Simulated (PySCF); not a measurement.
CH3S, charge -1, multiplicity 1. Atoms are numbered in the order given.

```xyz
5

C      0.0000     0.0000     1.1160
S      0.0000     0.0000    -0.7044
H      0.8824     0.5095     1.5248
H     -0.8824     0.5095     1.5248
H      0.0000    -1.0189     1.5248
```
Charge -1, spin multiplicity 1.

Geometry: PBE0-D3(BJ)/def2-TZVPD. The multiplicity is an assumed one; other spin states were not compared. The isomer is the one that the SMILES or the coordinates give; other isomers of the formula were not compared.

The numbers are results of PBE0-D3(BJ)/def2-TZVPD run with PySCF, not measurements.

Frequencies are harmonic and unscaled.

Modes within 1.5 cm⁻¹ of each other (mostly degenerate sets) share a row, with their intensities summed.

Computed harmonic wavenumbers and intensities:
```tsv
mode	ν (cm⁻¹)	IR (km/mol)	Raman (Å⁴/amu)	depolarisation	moving atoms (share of kinetic energy)
1	724	2.8	6.7	0.05	C 59 %, S 32 %, H 9 %
2–3	930	20.5	7.8	0.75	H 84 %, C 14 %
4	1304	41.6	23.0	0.30	H 87 %, C 13 %
5–6	1465	0.8	10.4	0.75	H 95 %
7	2964	259.2	251.6	0.21	H 98 %
8–9	3010	89.5	342.8	0.75	H 91 %, C 9 %
```
